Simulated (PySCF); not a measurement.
Below is a simulated gas-phase C 1s photoelectron spectrum of `C=CC(Cl)Cl`.

Every computed line was given a Gaussian of 0.6 eV full width at half maximum and an area set by the number of equivalent atoms; the highest printed point is 100. Computed, not measured: delta-SCF UKS SCAN, pcX-2 on the ionised atom, pcseg-1 elsewhere, spin-free X2C (PySCF).

```tsv
binding energy (eV)	intensity
290.1	0
290.2	1
290.3	2
290.4	5
290.5	11
290.6	22
290.7	37
290.8	56
290.9	75
291.0	89
291.1	97
291.2	100
291.3	98
291.4	92
291.5	79
291.6	61
291.7	42
291.8	25
291.9	13
292.0	6
292.1	2
292.2	1
292.3	0
292.4	0
292.5	0
292.6	0
292.7	0
292.8	0
292.9	0
293.0	0
293.1	0
293.2	0
293.3	1
293.4	4
293.5	9
293.6	19
293.7	34
293.8	51
293.9	65
294.0	71
294.1	67
294.2	55
294.3	38
294.4	22
294.5	11
294.6	5
294.7	2
294.8	1
294.9	0
```

Problem. Count the maxima, the lines and the sites behind this envelope.

Solution. The curve has 2 maxima (at 291.2 and 294.0 eV). Under it lie 3 lines from 3 inequivalent carbon sites. At this width some lines have no maximum of their own.

Problem. Decompose the envelope and assign each component. Numbering: `[CH2:1]=[CH:2][CH:3]([Cl:4])[Cl:5]`.

Solution. 
| position (eV) | relative area | line | atoms | environment |
| --- | --- | --- | --- | --- |
| 291.00 | 1 | C 1s | C1 | terminal =CH2 carbon |
| 291.43 | 1 | C 1s | C2 | alkene CH carbon |
| 294.01 | 1 | C 1s | C3 | CHCl2 carbon |

The listed C 1s values span 3.01 eV, from C1 (bonded to C (double bond) and 2 H) to C3 (bonded to 2 Cl, C and H). The widest gap between neighbouring values is 2.58 eV, between 291.43 and 294.01 eV. Summing the Pauling electronegativity differences to the bonded atoms, each weighted by its formal bond order, gives -0.70 for the lowest site and +0.87 for the highest; no listed site has a larger sum than the highest.

Shake-up satellites, vibrational structure and lifetime widths aren't simulated. Geometry: PBE0-D3(BJ)/def2-SVP, one conformer, isolated molecule.

Conformer computed: `[CH2:1]=[CH:2][CH:3]([Cl:4])[Cl:5]`: C1–C2–C3–Cl4 118°.
